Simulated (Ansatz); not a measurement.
Input file:

```yaml
crystal:
  periodic: [false, false, false]
  atoms:
    - {symbol: Ga, position_ang: [0.000000, 0.000000, 0.000000]}
    - {symbol: Na, position_ang: [0.000000, 0.000000, 5.563000]}
basis:
  gaussian: {orbitals: cc-pVTZ-DK}
total_charge: 1
magnetization: {spin_polarized: false, initial_magnetization: 3}
correlation: {active_space: {ras: {orbitals: [0, 3, 55], electrons: 3, max_holes: 2, max_particles: 2}, fixed_orbitals: true}}
```

```sh
$ ansatz run in.yaml --threads 1 --pin off --events-out ev --progress --plain --max-ram 2393MiB
```

(1) Roughly how long does this take on 1 thread of Arm Neoverse V1, shared host, and how much host memory?

```
488 factors; integrals over basis functions are off by at most 5.8e-4 eV
mean field evaluation 1: about -57251.0624 eV, gradient 4.4e0 eV
mean field evaluation 2: about -57251.0639 eV, gradient 4.4e0 eV
mean field evaluation 4: about -57250.5454 eV, gradient 3.8e0 eV
mean field evaluation 8: about -57251.4231 eV, gradient 4.5e-1 eV
mean field evaluation 16: about -57251.4351 eV, gradient 8.2e-7 eV
mean field evaluation 32: about -57251.2150 eV, gradient 1.1e-6 eV
mean field evaluation 64: about -57251.4282 eV, gradient 8.9e-1 eV
mean field -57251.43507096 eV, -2103.9514324414 hartree, gradient 1.4e-6 eV, S^2 3.750000; 9 other end points of the search recorded, 0 dependent functions left out
reference -57251.43507096 eV, -2103.9514324414 hartree; 22, 19 occupied and 55, 58 virtual orbitals, 488 factors
state -57251.76296304 eV, -2103.9634822528 hartree
Total energy: -57251.76296304 eV, -2103.9634822528 hartree
Relativity: scalar
```

Results:

(1) 3.5 s wall and 0.27 GiB.
